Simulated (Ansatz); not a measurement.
**CH₆NSi+ (SMILES C=[SiH][NH3+]): one structure at several levels**

An exercise on one series of results from a longer session: the logs are not shown, and one member is left open.

Program: Ansatz 0.2.0, Gaussian basis. Level of theory: single points in def2-TZVPP. These are calculated values, not measurements.

Cores are frozen in the correlated methods.

## The starting structure

SMILES `C=[SiH][NH3+]`, 9 atoms, charge 1, spin multiplicity 1.

Atoms are counted from 1 here; the program's logs count them from 0.

Bond lengths: C1–Si2 1.758 Å, C1–H4 0.871 Å, C1–H5 1.031 Å, Si2–N3 2.047 Å, Si2–H6 1.518 Å, N3–H7 0.852 Å, N3–H8 1.065 Å, N3–H9 1.111 Å. Angles: Si2–C1–H4 123.4°, Si2–C1–H5 116.3°, H4–C1–H5 120.1°, C1–Si2–N3 105.0°, C1–Si2–H6 159.7°, N3–Si2–H6 95.3°, Si2–N3–H7 104.3°, Si2–N3–H8 113.2°, Si2–N3–H9 109.1°, H7–N3–H8 110.5°, H7–N3–H9 110.6°, H8–N3–H9 109.1°.

As a file:

```xyz
9
CH6NSi
C    -0.8196    0.6890   -1.3780
Si   -0.0678    0.9450    0.1902
N     0.4763   -0.9226    0.8278
H    -0.8559   -0.0867   -1.7718
H    -1.1565    1.5325   -1.8662
H     0.4464    1.6692    1.4210
H     0.9785   -1.2194    0.2069
H    -0.3538   -1.5724    0.9793
H     1.0432   -0.8309    1.7783
```

Set-up of the first run:

run/in.yaml reads:

```yaml
crystal:
  periodic: [false, false, false]
  atoms:
    - {symbol: C, position_ang: [-0.819600, 0.689000, -1.378000]}
    - {symbol: Si, position_ang: [-0.067800, 0.945000, 0.190200]}
    - {symbol: N, position_ang: [0.476300, -0.922600, 0.827800]}
    - {symbol: H, position_ang: [-0.855900, -0.086700, -1.771800]}
    - {symbol: H, position_ang: [-1.156500, 1.532500, -1.866200]}
    - {symbol: H, position_ang: [0.446400, 1.669200, 1.421000]}
    - {symbol: H, position_ang: [0.978500, -1.219400, 0.206900]}
    - {symbol: H, position_ang: [-0.353800, -1.572400, 0.979300]}
    - {symbol: H, position_ang: [1.043200, -0.830900, 1.778300]}
basis:
  gaussian: {orbitals: def2-TZVPP}
total_charge: 1
correlation: {method: ccsd_t}
output: {forces: true}
```

No record of the launch command was kept for these runs.

Among the steps run: CCSD(T)/def2-TZVPP; PBE0-D4/def2-TZVPP; wB97M-V/def2-TZVPP; r2SCAN-D4/def2-TZVPP; PBE-D4/def2-TZVPP; CAM-B3LYP-D4/def2-TZVPP; r2SCAN0-D4/def2-TZVPP.

One table of the session follows, with a row left open; its other results are not shown here.

```
      method  RMS force component (eV/Å)  angle to CCSD(T) forces (°)
     CCSD(T)                       5.510                    reference
     PBE0-D4                       5.567                          1.9
     wB97M-V                           ?                            ?
   r2SCAN-D4                       5.517                          1.6
      PBE-D4                       5.542                          1.7
CAM-B3LYP-D4                       5.535                          2.5
  r2SCAN0-D4                       5.540                          2.4
```

Estimate the missing values for wB97M-V.

The run gave: RMS force component (eV/Å): 5.533; angle to CCSD(T) forces (°): 2.3. In the column «RMS force component (eV/Å)» it lies between r2SCAN-D4 (5.517) and CAM-B3LYP-D4 (5.535).
